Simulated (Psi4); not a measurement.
**[NO2]+ (SMILES O=[N+]=O) at CCSD(T)/def2-SVP (sweep point 4)**

What is the vertical electron affinity of [NO2]+ at CCSD(T)/def2-SVP (sweep point 4)? 

The results are computed with Psi4 1.11.

## (1) The molecule

The species is [NO2]+ (3 atoms), meant as a singlet with charge +1. As SMILES, `O=[N+]=O`. Geometry: relaxed at GFN2-xTB.

Bond lengths: O1–N2 1.091 Å, N2–O3 1.091 Å. Angles: O1–N2–O3 180.0°.

## (2) The energy at CCSD(T)/def2-SVP (sweep point 4)

job.inp

```
memory 1600 mb

molecule mol {
  1 1
  O     -0.563200     0.911190    -0.206000
  N     -0.000010    -0.000010     0.000000
  O      0.563210    -0.911180     0.206000
  symmetry c1
}

set {
  basis           def2-SVP
  puream          true
  scf_type        pk
  num_frozen_docc 3
}

e, wfn = energy('ccsd(t)', return_wfn=True)
```

The run is started by

```
$ psi4 -i job.inp -o job.out -n 1
```

job.out:

```text
[...]
  Running in c1 symmetry.
[...]
  Nuclear repulsion =   69.856929363039370
[...]
  Multiplicity = 1
[...]
  Nalpha       = 11
  Nbeta        = 11
[...]
    Number of basis functions: 42
[...]
   @RHF iter   1:  -203.36735702767410    5.73825e-01   1.51404e-02 ADIIS/DIIS
[...]
   @RHF iter  10:  -203.51590233412392   -6.84963e-12   6.27751e-09 DIIS
[...]
    Orbital Energies [Eh]
    ---------------------
    Doubly Occupied:
       1A    -21.107881     2A    -21.107761     3A    -16.320518
       4A     -2.136399     5A     -2.000959     6A     -1.253297
       7A     -1.229495     8A     -1.229495     9A     -1.186992
      10A     -0.935253    11A     -0.935253
[...]
  @RHF Final Energy:  -203.51590233412392
   => Energetics <=
    Nuclear Repulsion Energy =             69.8569293630393702
    One-Electron Energy =                -407.8590602276862001
    Two-Electron Energy =                 134.4862285305228795
    Total Energy =                       -203.5159023341239219
[...]
 Multipole Moments:
 ------------------------------------------------------------------------------------
     Multipole            Electronic (a.u.)      Nuclear  (a.u.)        Total (a.u.)
 ------------------------------------------------------------------------------------
 L = 1.  Multiply by 2.5417464519 to convert [e a0] to [Debye]
 Dipole X            :         -0.0000213            0.0000001           -0.0000212
 Dipole Y            :          0.0000010           -0.0000000            0.0000009
 Dipole Z            :         -0.0000286            0.0000000           -0.0000286
 Magnitude           :                                                    0.0000356
[...]
      * MP2 total energy                      = -204.073957082556234
[...]
      * CCSD total energy                     = -204.049672838030006
[...]
      * CCSD(T) total energy                  = -204.076038491614753
[...]
```

Run time: 1.7 s. Hardware: 1 thread of Intel Xeon 6975P-C (Granite Rapids), shared host; peak memory 0.21 GiB.

## (3) Doublet neutral NO2

no2.in

```
memory 1600 mb

molecule {
  0 2
  O     -0.563200     0.911190    -0.206000
  N     -0.000010    -0.000010     0.000000
  O      0.563210    -0.911180     0.206000
  symmetry c1
}

set {
  reference       uhf
  puream          true
  scf_type        pk
  num_frozen_docc 3
  maxiter         150
}

e_tot, wfn = energy("ccsd(t)/def2-SVP", return_wfn=True)
```

The run is started by

```
$ psi4 -n 1 no2.in no2.out
```

no2.out:

```text
[...]
  Running in c1 symmetry.
[...]
  Nuclear repulsion =   69.856929363039370
[...]
  Multiplicity = 2
[...]
  Nalpha       = 12
  Nbeta        = 11
[...]
    Number of basis functions: 42
[...]
   @UHF iter   1:  -203.71025521808258    2.30927e-01   1.07817e-02 DIIS/ADIIS
[...]
   @UHF iter  13:  -203.78367686506391   -7.16227e-12   8.66610e-09 DIIS
[...]
   @S^2 Observed:                7.628387829E-01
[...]
    Orbital Energies [Eh]
    ---------------------
    Alpha Occupied:
       1A    -20.665738     2A    -20.665641     3A    -15.814999
       4A     -1.728275     5A     -1.579854     6A     -0.919728
       7A     -0.892812     8A     -0.824094     9A     -0.801158
      10A     -0.657566    11A     -0.545361    12A     -0.317175
    Alpha Virtual:
      13A      0.174527    14A      0.304838    15A      0.767258
      16A      0.784833    17A      0.826251    18A      0.865288
      19A      0.988228    20A      1.068635    21A      1.153628
      22A      1.179389    23A      1.279043    24A      1.316913
      25A      1.498390    26A      1.565799    27A      2.056023
[...]
  @UHF Final Energy:  -203.78367686506391
   => Energetics <=
    Nuclear Repulsion Energy =             69.8569293630393702
    One-Electron Energy =                -417.2864593188398885
    Two-Electron Energy =                 143.6458530907365798
    Total Energy =                       -203.7836768650639101
  UHF NO Occupations:
  HONO-2 :   10  A 1.9981327
  HONO-1 :   11  A 1.9977912
[...]
 Multipole Moments:
 ------------------------------------------------------------------------------------
     Multipole            Electronic (a.u.)      Nuclear  (a.u.)        Total (a.u.)
 ------------------------------------------------------------------------------------
 L = 1.  Multiply by 2.5417464519 to convert [e a0] to [Debye]
 Dipole X            :          0.0000116            0.0000001            0.0000117
 Dipole Y            :         -0.0000001           -0.0000000           -0.0000001
 Dipole Z            :         -0.0000270            0.0000000           -0.0000269
 Magnitude           :                                                    0.0000294
[...]
      * MP2 total energy                      = -204.281315719058910
[...]
      * CCSD total energy                     = -204.284568826335317
[...]
      * CCSD(T) total energy                     = -204.301263723116051
[...]
```

It took 3.6 s on 1 thread of Intel Xeon 6975P-C (Granite Rapids), shared host; peak memory 0.21 GiB.

## (4) Outcome

Level: CCSD(T)/def2-SVP (sweep point 4), 3 core orbitals frozen.

| quantity | value |
| --- | --- |
| singlet [NO2]+: total energy | -204.07604 Eh |
| singlet [NO2]+: HOMO energy (Hartree–Fock orbitals) | -25.45 eV |
| singlet [NO2]+: LUMO energy (Hartree–Fock orbitals) | -5.96 eV |
| singlet [NO2]+: HOMO–LUMO gap (Hartree–Fock orbitals) | 19.49 eV |
| singlet [NO2]+: correlation energy (3 core orbitals frozen) | -560.1 mEh |
| singlet [NO2]+: (T) correction | -26.37 mEh |
| singlet [NO2]+: T1 diagnostic | 0.019 |
| doublet neutral NO2: total energy | -204.30126 Eh |
| doublet neutral NO2: HOMO energy (Hartree–Fock orbitals) (highest over α and β) | -8.63 eV |
| doublet neutral NO2: LUMO energy (Hartree–Fock orbitals) (lowest over α and β) | 4.75 eV |
| doublet neutral NO2: correlation energy (3 core orbitals frozen) | -517.6 mEh |
| doublet neutral NO2: (T) correction | -16.69 mEh |
| doublet neutral NO2: ⟨S²⟩ of the reference determinant | 0.763 |
| doublet neutral NO2: T1 diagnostic | 0.024 |
| vertical electron affinity (to the doublet neutral) | 6.129 eV |

In words: At fixed nuclei the extra electron is bound by 6.13 eV (591 kJ/mol). The triples (singlet [NO2]+) make up 4.7 % of the correlation energy. The triples (doublet neutral NO2) make up 3.2 % of the correlation energy.
